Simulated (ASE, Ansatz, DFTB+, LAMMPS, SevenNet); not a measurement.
Longitudinal phonon frequency at L of fcc Pd: levels of theory against measurement

Reference value: 234 cm⁻¹ (measured, temperature not stated, not corrected to a static lattice; as tabulated in Savrasov and Savrasov (1996), arXiv:cond-mat/9604124).

| level (code) | value (cm⁻¹) | cell (Å³/atom) | difference (%) |
|---|---|---|---|
| EMT (ASE) | 192 | 14.59 | -17.9 |
| MEAM library.meam-Pd (LAMMPS) | 201 | 14.72 | -14.1 |
| GFN1-xTB as cut by DFTB+ | 195 | 15.91 | -16.7 |
| SevenNet-0 | 160 | 15.47 | -32 |
| SevenNet-l3i5 | 191 | 15.46 | -18.4 |
| LDA (Ansatz) | 244 | 14.15 | +4.3 |
| PBE (Ansatz) | 215 | 15.33 | -8.1 |
| PBEsol (Ansatz) | 234 | 14.55 | 0.0 |
| r²SCAN (Ansatz) | 224 | 14.93 | -4.3 |

Once the reference is moved by up to 3.0 % (a margin picked here for doubts on the reference and the settings, and for temperature and zero-point motion) and values within 1.0 % count as equal, the nearest can be PBEsol (0.0 %), LDA (+4.3 %) or r²SCAN (-4.3 %). Among them SevenNet-0 (-32 %) misses by most.

The measured value isn't corrected to a static lattice, so vibrations enter the comparison. The crystal itself was run without spin with LDA, PBE, PBEsol, r²SCAN; a magnetic state was not tried in these runs. GFN1-xTB as cut by DFTB+: the method was fitted mainly to molecules. GFN1-xTB as cut by DFTB+: codes differ in how they cut the long-range tail of xTB's charge interaction in a crystal, so the value belongs to this code. Each level is taken at its own relaxed cell. Cutoffs differ between the levels. Ansatz's density-functional and Hartree–Fock values are scalar-relativistic unless marked +SOC, with PAW data made under PBE.

Empirical potentials (EMT, MEAM library.meam-Pd) are fitted to chosen data: where that held the value shown, agreement is built in, and what lay outside the fit can be far off. Machine-learned potentials (SevenNet-0, SevenNet-l3i5) are trained on DFT data: a solid inside that data is no test of them.

Differences are worked out from the printed values.

Ansatz is a program for electronic structure.
